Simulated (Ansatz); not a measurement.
```yaml
crystal:
  periodic: [false, false, false]
  atoms:
    - {symbol: C, position_ang: [-0.873090, 0.294725, -0.489605]}
    - {symbol: C, position_ang: [0.206444, 0.142705, 0.059383]}
    - {symbol: S, position_ang: [0.733492, -1.275644, 0.612009]}
    - {symbol: H, position_ang: [-1.507975, -0.460515, -0.636275]}
    - {symbol: H, position_ang: [-1.149545, 1.196255, -0.809956]}
    - {symbol: H, position_ang: [0.825074, 0.912959, 0.195202]}
    - {symbol: H, position_ang: [1.821905, -0.872954, 1.027105]}
basis:
  gaussian: {orbitals: def2-SVP}
hamiltonian: {xc: {name: HF}}
correlation: {method: mp2, frozen_orbitals: {C: 9}}
```

```sh
$ ansatz run in.yaml --threads 2 --pin off --events-out ev --progress --plain --max-ram 32768MiB --backend cpu
```

Shortened log:

```
Functional definition: HF
Error: "frozen_orbitals" has no count for S
```

Q: What is wrong with this run?

A: Frozen orbitals are typed for one element alone, and the program wants a count for each. The input was rejected before any iteration.
